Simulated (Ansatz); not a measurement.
**NH3 (ammonia) at 6 levels**

Wanted: a comparison of 6 runs (UHF/3-21G, UHF/6-31G, B3LYP/6-31G, UPBE/3-21G, r2SCAN/3-21G, BCCD(T)/6-31G) of NH3 (ammonia). 

The results are computed with Ansatz 0.2.0.

48 further runs of the same task are left out: 48 set aside as unsound or not needed.

## Step 1: The structure to begin with

NH3 has 4 atoms, charge 0, and is taken as a singlet. As SMILES, `N`. The H2–N1 distance was set to 2.025 Å, away from the relaxed value. At this shape a bond of the SMILES string is far longer than usual.

Bond lengths: N1–H3 1.013 Å, N1–H4 1.013 Å. Angles: H3–N1–H4 107.1°.

## Step 2: A single-point energy at UHF/3-21G (run 1)

The input, molecule.yaml:

```yaml
crystal:
  periodic: [false, false, false]
  atoms:
    - {symbol: "N", position_ang: [-0.630317, 0.800787, -0.527351]}
    - {symbol: H, position_ang: [0.490470, -0.301820, 0.749180]}
    - {symbol: H, position_ang: [-1.447887, 0.249377, -0.757191]}
    - {symbol: H, position_ang: [-0.093487, 0.905597, -1.379481]}
basis:
  gaussian:
    orbitals: 3-21G.json
total_charge: 0
magnetization:
  spin_polarized: true
  initial_magnetization: 0
hamiltonian:
  xc: hf
accuracy: high
```

The basis set 3-21G is read from a file made from the Basis Set Exchange's data (not shown).

Started as:

```sh
$ ansatz run molecule.yaml --threads 1 --pin off --max-ram 3480MiB --events-out events.jsonl --progress --plain --runs-dir runs
```

What it wrote:

```text
Warning: RAYON_NUM_THREADS=1 ignored (pool sized by the plan → 1); use --threads N
Functional definition: HF
  name "HF"
  exchange = exact_x
  correlation = 0
287 factors; integrals over basis functions are off by at most 6.1e-9 eV
mean field evaluation 1: about -1512.0181 eV, gradient 2.1e1 eV
mean field evaluation 2: about -1512.0158 eV, gradient 2.1e1 eV
mean field evaluation 4: about -1514.8428 eV, gradient 2.3e0 eV
mean field evaluation 8: about -1514.8860 eV, gradient 4.7e-4 eV
mean field evaluation 16: about -1516.7923 eV, gradient 2.1e0 eV
mean field evaluation 32: about -1516.9052 eV, gradient 1.4e-1 eV
mean field evaluation 64: about -1514.9049 eV, gradient 1.4e0 eV
mean field -1516.90635060 eV, -55.7452801885 hartree, gradient 2.9e-8 eV, S^2 0.887934; 3 other end points of the search recorded, 0 dependent functions left out
reference -1516.90635060 eV, -55.7452801885 hartree; 5, 5 occupied and 10, 10 virtual orbitals, 287 factors
Total energy: -1516.90635060 eV, -55.7452801885 hartree
```

It took 0.12 s on 1 thread of Intel Xeon 6975P-C (Granite Rapids), shared host.

## Step 3: A single-point energy at UHF/6-31G (run 2)

The input, input.yaml:

```yaml
crystal:
  periodic: [false, false, false]
  atoms:
    - {symbol: "N", position_ang: [-0.630317, 0.800787, -0.527351]}
    - {symbol: H, position_ang: [0.490470, -0.301820, 0.749180]}
    - {symbol: H, position_ang: [-1.447887, 0.249377, -0.757191]}
    - {symbol: H, position_ang: [-0.093487, 0.905597, -1.379481]}
basis:
  gaussian: {orbitals: 6-31G}
magnetization: {spin_polarized: true, initial_magnetization: 0}
hamiltonian: {xc: hf}
accuracy: high
```

Started as:

```sh
$ ansatz run input.yaml --threads 1 --pin off --max-ram 3480MiB --events-out events.jsonl --progress --plain --runs-dir runs
```

What it wrote:

```text
Warning: RAYON_NUM_THREADS=1 ignored (pool sized by the plan → 1); use --threads N
[... 4 set-up lines as earlier in the session ...]
349 factors; integrals over basis functions are off by at most 2.9e-9 eV
mean field evaluation 1: about -1519.4693 eV, gradient 2.2e1 eV
mean field evaluation 2: about -1519.4682 eV, gradient 2.3e1 eV
mean field evaluation 4: about -1522.7893 eV, gradient 2.2e0 eV
mean field evaluation 8: about -1522.8459 eV, gradient 1.6e-4 eV
mean field evaluation 16: about -1524.6476 eV, gradient 2.1e0 eV
mean field evaluation 32: about -1524.7567 eV, gradient 1.2e-1 eV
mean field evaluation 64: about -1522.7694 eV, gradient 7.0e-1 eV
mean field -1524.75781044 eV, -56.0338160155 hartree, gradient 3.1e-8 eV, S^2 0.883605; 3 other end points of the search recorded, 0 dependent functions left out
reference -1524.75781044 eV, -56.0338160155 hartree; 5, 5 occupied and 10, 10 virtual orbitals, 349 factors
Total energy: -1524.75781044 eV, -56.0338160155 hartree
```

Run time: 0.1 s. Hardware: 1 thread of Intel Xeon 6975P-C (Granite Rapids), shared host.

Runs 3 to 5 aren't shown in full; the table further down has their settings and results.

## Step 4: A single-point energy at BCCD(T)/6-31G (run 6)

molecule.yaml: that of step 2 with these lines changed.

```diff
@@ -9,9 +9,10 @@
   gaussian:
-    orbitals: 3-21G.json
-total_charge: 0
+    orbitals: 6-31G
+correlation:
+  method: bccd_t
+  frozen_orbitals: {H: 0, "N": 1}
 magnetization:
-  spin_polarized: true
-  initial_magnetization: 0
-hamiltonian:
-  xc: hf
+  spin_polarized: false
 accuracy: high
+scf:
+  omitted_lower_state_checks: [cluster_reference, increment]
```

Started as:

```sh
$ ansatz run molecule.yaml --threads 1 --pin off --max-ram 3480MiB --events-out events.jsonl --progress --plain --runs-dir runs
```

What it wrote, shortened:

```text
Warning: RAYON_NUM_THREADS=1 ignored (pool sized by the plan → 1); use --threads N
[... 2 set-up lines as earlier in the session ...]
[...]
349 factors; integrals over basis functions are off by at most 2.9e-9 eV
[...]
mean field -1522.84594758 eV, -55.9635563515 hartree, gradient 2.6e-8 eV, S^2 0.000000; 0 other end points of the search recorded, 0 dependent functions left out; unrestricted orbitals would lower it
1 core orbitals not correlated: weight in the atoms' cores, before any rotation towards them, 1.000 or more for the frozen orbitals, at most 0.000 for the correlated occupied ones
reference -1522.84594758 eV, -55.9635563515 hartree; 4, 4 occupied and 10, 10 virtual orbitals, 349 factors
second order -4.09529965 eV of doubles, -0.00000000 eV of singles
cycle   1  -4.39559842 eV  change   -4.3e-1 eV  update   1.0e-1
[...]
cycle  25  -5.06336338 eV  change  -7.8e-10 eV  update  4.4e-10
perturbative correction -0.18375348 eV, -0.0067528160 hartree
WARN: these amplitudes may be one of several solutions (largest doubles amplitude 0.38, level shift 0.77 eV)
Total energy: -1528.09306445 eV, -56.1563843397 hartree
Checks for a lower state left out: cluster_reference, increment
```

Run time: 0.12 s. Hardware: 1 thread of Intel Xeon 6975P-C (Granite Rapids), shared host.

## Step 5: All runs side by side

```
run          level  frozen core orbitals  energy (Eh)  wall time
  1      UHF/3-21G                     –   -55.745280     0.12 s
  2      UHF/6-31G                     –   -56.033816      0.1 s
  3    B3LYP/6-31G                     –   -56.365879     0.34 s
  4     UPBE/3-21G                     –   -56.001578     0.89 s
  5   r2SCAN/3-21G                     –   -56.029728     0.62 s
  6  BCCD(T)/6-31G                     1   -56.156384     0.12 s
```

## Step 6: Outcome

```
                                         quantity         value
                              run 6: total energy  -56.15638 Eh
run 6: correlation energy (1 core orbital frozen)    -192.8 mEh
                            run 6: (T) correction     -6.75 mEh
```

In words: Totals of different functionals can't be ranked against each other. In run 6 the log says that unrestricted orbitals would lower the reference, so the values rest on an unstable closed-shell determinant (other closed-shell runs at this shape may share the fault). In runs 3, 5 a closed-shell determinant meets a far-stretched bond, which it describes badly. Spin contamination of the reference: run 1 ⟨S²⟩ = 0.89, run 2 ⟨S²⟩ = 0.88, run 4 ⟨S²⟩ = 0.42. Where it is this large, the reference is a mixture of spin states, and values that rest on it are in doubt. All runs together took 2.2 s, the longest 0.89 s.
